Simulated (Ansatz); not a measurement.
Property card for BeNi3

Theory: DFT r2SCAN, scalar-relativistic, plane waves, PAW (Ansatz).

Plane waves to 500 eV, a k mesh through Γ of 12×12×12 on the computed 4-atom cell and Gaussian smearing (0.10 eV); collinear spin from starting moments 0 0.59 0.59 0.59 μB.

The structure is relaxed at this level of theory with its symmetry kept. Whether it is the stable form of this composition wasn't checked.

```cif
data_structure
_symmetry_space_group_name_H-M 'Pm-3m'
_symmetry_Int_Tables_number 221
_cell_length_a 3.3989
_cell_length_b 3.3989
_cell_length_c 3.3989
_cell_angle_alpha 90.000
_cell_angle_beta 90.000
_cell_angle_gamma 90.000
_cell_volume 39.26
loop_
_atom_site_label
_atom_site_type_symbol
_atom_site_symmetry_multiplicity
_atom_site_Wyckoff_symbol
_atom_site_fract_x
_atom_site_fract_y
_atom_site_fract_z
_atom_site_occupancy
Be1 Be 1 a 0.00000 0.00000 0.00000 1
Ni1 Ni 3 c 0.00000 0.50000 0.50000 1
```

| Item | Value |
| --- | --- |
| Space group | Pm-3m (No. 221) |
| Volume per atom | 9.82 Å³ |
| Formation energy from the elements' standard states (uncorrected) | -0.146 eV/atom |
| Generalised Kohn–Sham band gap | none (metal) |
| Density of states at the Fermi level | 2.68 states/eV per cell |
| Löwdin character within 0.5 eV of the Fermi level | Ni 3d 80 %, unprojected 7 % |
| Bulk modulus | 208 GPa |
| Its pressure derivative | 4.6 |
| Bader charges (e) | Be (1 in the cell) 1.54, Ni (3 in the cell) -0.51 |
| Total moment | 1.46 μB per cell |
| Site moments (μB; atoms counted from 1 over the whole cell) | Ni (atom 2) 0.54, Ni (atom 3) 0.54, Ni (atom 4) 0.54 |

The state reached may not be the lowest one.

Only this magnetic start was tried.